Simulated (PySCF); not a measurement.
# AlH4−: magnetic properties, part 2 of 2

PySCF 2.14.0. Atoms count from 0. The steps go on from the part before.

### Step 11. Magnetic properties: GIAO B3LYP/pcSseg-1

Job settings and geometry (Å):

```
{"job": {"kind": "mag", "xc": "B3LYP", "basis": "pcSseg-1"}, "charge": -1, "multiplicity": 1}
Al    -0.006348    -0.001665    -0.000678
H      0.614702     1.191458    -0.957592
H     -1.097447     0.649412     1.053190
H      1.215512    -0.719574     0.845767
H     -0.758247    -1.128460    -0.944047
```

Level: GIAO B3LYP/pcSseg-1 magnetisability, rotational g tensor and spin-rotation constants, non-relativistic, gas phase.

Standard output:

```text
coarse grid: 4104 points
cycle   1  E = -244.8437292534  dE = -3.976e-01  |g| = 1.896e-01  |ddm| = 1.686e+00
cycle   2  E = -244.8622183817  dE = -1.849e-02  |g| = 7.871e-02  |ddm| = 5.701e-01
cycle   3  E = -244.8656620949  dE = -3.444e-03  |g| = 1.809e-02  |ddm| = 1.727e-01
cycle   4  E = -244.8657461966  dE = -8.410e-05  |g| = 2.640e-03  |ddm| = 2.531e-02
cycle   5  E = -244.8657467516  dE = -5.550e-07  |g| = 3.947e-04  |ddm| = 1.508e-03
final grid: 33384 points
cycle   6  E = -244.8696115872  dE = -1.774e-06  |g| = 8.320e-04  |ddm| = 5.184e-03
cycle   7  E = -244.8696116995  dE = -1.123e-07  |g| = 6.149e-04  |ddm| = 1.951e-03
cycle   8  E = -244.8696117857  dE = -8.618e-08  |g| = 1.800e-05  |ddm| = 7.149e-04
cycle   9  E = -244.8696117859  dE = -1.596e-10  |g| = 3.651e-06  |ddm| = 4.517e-05
converged SCF energy = -244.8696117859

Magnetisability tensor (1e-30 J/T^2)
     -453.35        0.02        0.01
        0.02     -453.42        0.00
        0.01        0.00     -453.42
isotropic -453.39   principal values    -453.43   -453.42   -453.34
isotropic susceptibility -27.304 1e-6 cm^3/mol

Inertial axes            a          b          c
rot. const./GHz     69.0249    69.0027    69.0002
chi total           -27.304    -27.304    -27.304
chi diamagnetic     -75.828    -75.828    -75.828
chi paramagnetic     48.524     48.524     48.524
quadrupole/D A        0.000      0.000      0.000
g nuclear            0.9997     0.9994     0.9993
g electronic        -1.5735    -1.5730    -1.5730
g total             -0.5738    -0.5736    -0.5736

Spin-rotation constants (kHz, H = +C I.J)
atom  isotope        aa         bb         cc
  0   27Al       33.942     33.931     33.930
  1     1H       -1.648     -1.648     -1.648
  2     1H       -1.648     -1.648     -1.648
  3     1H       -1.648     -1.648     -1.648
  4     1H       -1.648     -1.647     -1.647
```

Wall time 0.82 s (1 thread of Arm Neoverse V1, shared host); peak memory 0.47 GiB.

Key values:

```csv
quantity,value
magnetisability,-453·10⁻³⁰ J/T²
molar susceptibility,-27.3·10⁻⁶ cm³/mol
"rotational g (a, b, c)","-0.5738, -0.5736, -0.5736"
```

### Step 12. Magnetic properties: GIAO B3LYP/IGLO-II

Job settings and geometry (Å):

```
{"job": {"kind": "mag", "xc": "B3LYP", "basis": "IGLO-II"}, "charge": -1, "multiplicity": 1}
Al    -0.006348    -0.001665    -0.000678
H      0.614702     1.191458    -0.957592
H     -1.097447     0.649412     1.053190
H      1.215512    -0.719574     0.845767
H     -0.758247    -1.128460    -0.944047
```

Method: GIAO B3LYP/IGLO-II magnetisability, rotational g tensor and spin-rotation constants, non-relativistic, gas phase.

Standard output:

```text
coarse grid: 4104 points
cycle   1  E = -244.8336611816  dE = -4.080e-01  |g| = 2.151e-01  |ddm| = 1.425e+00
cycle   2  E = -244.8527251308  dE = -1.906e-02  |g| = 8.301e-02  |ddm| = 6.230e-01
cycle   3  E = -244.8561121556  dE = -3.387e-03  |g| = 1.819e-02  |ddm| = 1.670e-01
cycle   4  E = -244.8562006160  dE = -8.846e-05  |g| = 4.209e-03  |ddm| = 2.375e-02
cycle   5  E = -244.8562021328  dE = -1.517e-06  |g| = 5.241e-04  |ddm| = 2.272e-03
final grid: 33384 points
cycle   6  E = -244.8676757345  dE = -5.568e-06  |g| = 2.217e-03  |ddm| = 5.779e-03
cycle   7  E = -244.8676760147  dE = -2.802e-07  |g| = 1.511e-03  |ddm| = 2.271e-03
cycle   8  E = -244.8676762820  dE = -2.673e-07  |g| = 3.429e-05  |ddm| = 9.616e-04
cycle   9  E = -244.8676762821  dE = -9.999e-11  |g| = 3.770e-06  |ddm| = 2.077e-05
converged SCF energy = -244.8676762821

Magnetisability tensor (1e-30 J/T^2)
     -443.20        0.02        0.00
        0.02     -443.27        0.00
        0.00        0.00     -443.27
isotropic -443.25   principal values    -443.28   -443.27   -443.19
isotropic susceptibility -26.693 1e-6 cm^3/mol

Inertial axes            a          b          c
rot. const./GHz     69.0249    69.0027    69.0002
chi total           -26.693    -26.693    -26.693
chi diamagnetic     -75.958    -75.958    -75.958
chi paramagnetic     49.265     49.265     49.265
quadrupole/D A       -0.000     -0.000     -0.000
g nuclear            0.9997     0.9994     0.9993
g electronic        -1.5975    -1.5970    -1.5970
g total             -0.5978    -0.5977    -0.5976

Spin-rotation constants (kHz, H = +C I.J)
atom  isotope        aa         bb         cc
  0   27Al       34.675     34.664     34.663
  1     1H       -1.595     -1.595     -1.595
  2     1H       -1.595     -1.595     -1.595
  3     1H       -1.595     -1.595     -1.595
  4     1H       -1.595     -1.594     -1.594
```

Run time: 0.94 s. Hardware: 1 thread of Arm Neoverse V1, shared host; peak memory 0.47 GiB.

Key values:

```csv
quantity,value
magnetisability,-443·10⁻³⁰ J/T²
molar susceptibility,-26.7·10⁻⁶ cm³/mol
"rotational g (a, b, c)","-0.5978, -0.5977, -0.5976"
```

### Step 13. Magnetic properties: GIAO B3LYP/pcSseg-3

Job settings and geometry (Å):

```
{"job": {"kind": "mag", "xc": "B3LYP", "basis": "pcSseg-3"}, "charge": -1, "multiplicity": 1}
Al    -0.006348    -0.001665    -0.000678
H      0.614702     1.191458    -0.957592
H     -1.097447     0.649412     1.053190
H      1.215512    -0.719574     0.845767
H     -0.758247    -1.128460    -0.944047
```

Level: GIAO B3LYP/pcSseg-3 magnetisability, rotational g tensor and spin-rotation constants, non-relativistic, gas phase.

Standard output:

```text
coarse grid: 4104 points
cycle   1  E = -244.8699005101  dE = -3.993e-01  |g| = 2.077e-01  |ddm| = 1.277e+00
cycle   2  E = -244.8896947256  dE = -1.979e-02  |g| = 1.020e-01  |ddm| = 4.927e-01
cycle   3  E = -244.8953559550  dE = -5.661e-03  |g| = 2.423e-02  |ddm| = 1.386e-01
cycle   4  E = -244.8955030186  dE = -1.471e-04  |g| = 3.897e-03  |ddm| = 2.344e-02
cycle   5  E = -244.8955042068  dE = -1.188e-06  |g| = 6.276e-04  |ddm| = 4.355e-03
final grid: 33384 points
cycle   6  E = -244.8969825884  dE = -1.208e-05  |g| = 1.711e-03  |ddm| = 2.052e-02
cycle   7  E = -244.8969828419  dE = -2.536e-07  |g| = 1.225e-03  |ddm| = 2.194e-03
cycle   8  E = -244.8969831047  dE = -2.627e-07  |g| = 4.485e-05  |ddm| = 7.646e-04
cycle   9  E = -244.8969831048  dE = -1.758e-10  |g| = 6.932e-06  |ddm| = 4.688e-05
converged SCF energy = -244.8969831048

Magnetisability tensor (1e-30 J/T^2)
     -449.09        0.02        0.00
        0.02     -449.15        0.00
        0.00        0.00     -449.15
isotropic -449.13   principal values    -449.16   -449.15   -449.08
isotropic susceptibility -27.047 1e-6 cm^3/mol

Inertial axes            a          b          c
rot. const./GHz     69.0249    69.0027    69.0002
chi total           -27.047    -27.047    -27.047
chi diamagnetic     -77.309    -77.309    -77.309
chi paramagnetic     50.262     50.262     50.262
quadrupole/D A        0.000      0.000      0.000
g nuclear            0.9997     0.9994     0.9993
g electronic        -1.6299    -1.6294    -1.6293
g total             -0.6302    -0.6300    -0.6300

Spin-rotation constants (kHz, H = +C I.J)
atom  isotope        aa         bb         cc
  0   27Al       34.737     34.725     34.724
  1     1H       -1.549     -1.549     -1.549
  2     1H       -1.549     -1.549     -1.548
  3     1H       -1.549     -1.549     -1.549
  4     1H       -1.549     -1.548     -1.548
```

It took 6.7 s on 1 thread of Arm Neoverse V1, shared host; peak memory 0.75 GiB.

In short:

```csv
quantity,value
magnetisability,-449·10⁻³⁰ J/T²
molar susceptibility,-27.0·10⁻⁶ cm³/mol
"rotational g (a, b, c)","-0.6302, -0.6300, -0.6300"
```

### Step 14. Magnetic properties: GIAO B3LYP/def2-TZVP

Job settings and geometry (Å):

```
{"job": {"kind": "mag", "xc": "B3LYP", "basis": "def2-TZVP"}, "charge": -1, "multiplicity": 1}
Al    -0.006348    -0.001665    -0.000678
H      0.614702     1.191458    -0.957592
H     -1.097447     0.649412     1.053190
H      1.215512    -0.719574     0.845767
H     -0.758247    -1.128460    -0.944047
```

Method: GIAO B3LYP/def2-TZVP magnetisability, rotational g tensor and spin-rotation constants, non-relativistic, gas phase.

Standard output:

```text
coarse grid: 4104 points
cycle   1  E = -244.8633527997  dE = -3.992e-01  |g| = 2.046e-01  |ddm| = 1.427e+00
cycle   2  E = -244.8826690807  dE = -1.932e-02  |g| = 8.660e-02  |ddm| = 5.440e-01
cycle   3  E = -244.8866622686  dE = -3.993e-03  |g| = 1.989e-02  |ddm| = 1.694e-01
cycle   4  E = -244.8867604662  dE = -9.820e-05  |g| = 3.477e-03  |ddm| = 2.443e-02
cycle   5  E = -244.8867614409  dE = -9.746e-07  |g| = 5.054e-04  |ddm| = 1.590e-03
final grid: 33384 points
cycle   6  E = -244.8851610019  dE = -2.716e-06  |g| = 1.888e-03  |ddm| = 8.985e-03
cycle   7  E = -244.8851612626  dE = -2.607e-07  |g| = 1.329e-03  |ddm| = 2.435e-03
cycle   8  E = -244.8851614999  dE = -2.374e-07  |g| = 1.229e-05  |ddm| = 1.010e-03
cycle   9  E = -244.8851615000  dE = -7.145e-11  |g| = 3.455e-06  |ddm| = 4.304e-05
converged SCF energy = -244.8851615000

Magnetisability tensor (1e-30 J/T^2)
     -443.73        0.02        0.00
        0.02     -443.80        0.00
        0.00        0.00     -443.79
isotropic -443.78   principal values    -443.81   -443.79   -443.73
isotropic susceptibility -26.725 1e-6 cm^3/mol

Inertial axes            a          b          c
rot. const./GHz     69.0249    69.0027    69.0002
chi total           -26.725    -26.725    -26.725
chi diamagnetic     -75.820    -75.820    -75.820
chi paramagnetic     49.095     49.095     49.095
quadrupole/D A       -0.000     -0.000     -0.000
g nuclear            0.9997     0.9994     0.9993
g electronic        -1.5920    -1.5915    -1.5915
g total             -0.5923    -0.5921    -0.5921

Spin-rotation constants (kHz, H = +C I.J)
atom  isotope        aa         bb         cc
  0   27Al       34.093     34.082     34.081
  1     1H       -1.571     -1.571     -1.571
  2     1H       -1.571     -1.570     -1.570
  3     1H       -1.571     -1.571     -1.570
  4     1H       -1.571     -1.570     -1.570
```

It took 1.1 s on 1 thread of Arm Neoverse V1, shared host.

Key values:

```csv
quantity,value
magnetisability,-444·10⁻³⁰ J/T²
molar susceptibility,-26.7·10⁻⁶ cm³/mol
"rotational g (a, b, c)","-0.5923, -0.5921, -0.5921"
```

### Step 15. The levels compared

```csv
level,ξ (10⁻³⁰ J/T²),g(a),g(b),gap (eV),functions,time
GIAO LC-wPBE/aug-pcSseg-2,-447,-0.6104,-0.6102,8.04,151,6.4 s
GIAO B3LYP/6-311G**,-465,-0.5744,-0.5742,7.47,50,0.88 s
GIAO B3LYP/def2-TZVPD,-445,-0.6275,-0.6273,5.99,79,1.5 s
GIAO B3LYP/pcSseg-2,-448,-0.6181,-0.6179,7.39,99,2 s
GIAO B3LYP/cc-pVDZ,-474,-0.5013,-0.5012,8.35,38,0.73 s
GIAO B3LYP/6-31G*,-481,-0.4727,-0.4725,8.45,26,0.61 s
GIAO B3LYP/IGLO-III,-442,-0.6109,-0.6107,8.34,84,1.4 s
GIAO B3LYP/6-31++G**,-472,-0.5991,-0.5989,6.13,46,0.86 s
GIAO B3LYP/pcSseg-1,-453,-0.5738,-0.5736,8.16,44,0.82 s
GIAO B3LYP/IGLO-II,-443,-0.5978,-0.5977,8.73,59,0.94 s
GIAO B3LYP/pcSseg-3,-449,-0.6302,-0.6300,6.41,208,6.7 s
GIAO B3LYP/def2-TZVP,-444,-0.5923,-0.5921,8.12,61,1.1 s
```

### Step 16. Summary of results

What follows sums up all 2 parts.

| quantity | value |
| --- | --- |
| point group | Td |
| rotational constants (main isotopes) | 69.02, 69.00, 69.00 GHz |
| magnetisability (step 3, GIAO LC-wPBE/aug-pcSseg-2) | -447·10⁻³⁰ J/T² |
| molar susceptibility (step 3, GIAO LC-wPBE/aug-pcSseg-2) | -26.9·10⁻⁶ cm³/mol |
| rotational g (a, b, c) (step 3, GIAO LC-wPBE/aug-pcSseg-2) | -0.6104, -0.6102, -0.6102 |
| magnetisability over the levels | -481 to -442·10⁻³⁰ J/T² |

**Reading.** The optimisation took 3 steps and gained 0.012 eV; among the close pairs (by a distance rule), Al0–H2 changed most, from 1.627 to 1.651 Å. No frequency check was run at this level, so the end point may be a saddle. For an ion, the motion of the centre of mass in the field is left out. The magnetisability spreads by 8.5 % over 12 levels, from GIAO B3LYP/6-31G* (0.61 s) to GIAO B3LYP/IGLO-III (1.4 s); the runs took 0.61 s to 6.7 s. Vibrational averaging and real surroundings are missing from these values.
